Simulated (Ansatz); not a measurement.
The cluster Na₃H₄, relaxed as a doublet with UKS PBE-D4/def2-TZVP in Ansatz, starting from the GFN1-xTB geometry. Force threshold 0.02 eV/Å.

The relaxation made no stability test and no search for a lower SCF solution. The structure comes from a short search, and lower isomers may exist.

Start:

```xyz
7

Na    0.371    0.741   -0.407
Na   -0.115   -2.239   -1.781
Na   -0.933   -1.670    1.050
H     1.103    3.389    0.214
H    -1.007   -3.173   -0.203
H    -0.440    0.187    1.362
H     1.022    2.764   -0.236
```

```
         step  energy (eV)  largest force component (eV/Å)  SCF passes
            1  -13302.4257                           0.845          15
            2  -13302.6120                           0.318          17
            3  -13302.6774                           0.144          16
            4  -13302.7020                           0.119          17
            5  -13302.7123                           0.016          16
 6 (rejected)  -13302.6026                           1.679          17
            7  -13302.7139                           0.021          16
            8  -13302.7152                           0.018          18
            9  -13302.7166                           0.105          17
           10  -13302.7180                           0.170          17
           11  -13302.7202                           0.294          17
           12  -13302.7223                           0.316          17
           13  -13302.7238                           0.256          16
           14  -13302.7295                           0.080          16
           15  -13302.7323                           0.026          18
           16  -13302.7325                           0.411          16
           17  -13302.7363                           0.077          17
           18  -13302.7369                           0.029          18
19 (rejected)  -13302.7355                           0.192          17
           20  -13302.7373                           0.004          13
           21  -13302.7375                           0.023          17
           22  -13302.7375                           0.041          12
           23  -13302.7376                           0.001          13
```

Force components are those of the run's own axes.

End:

```xyz
7

Na    0.576    0.637   -1.042
Na   -0.263   -2.680   -1.849
Na   -0.932   -1.438    1.268
H     0.750    2.785    0.565
H    -1.045   -3.067    0.018
H    -0.166    0.426    0.877
H     1.079    3.337    0.163
```

Bonds lost: Na1–H7 (atoms count from 1). The end holds 2 separate pieces.

The force fell under the threshold at step 5, but the optimiser went on and released 0.025 eV more. No frequencies were taken in this run, so the end may be a saddle point.

Run time 25 s (4 threads of Arm Neoverse V2 on a shared host).
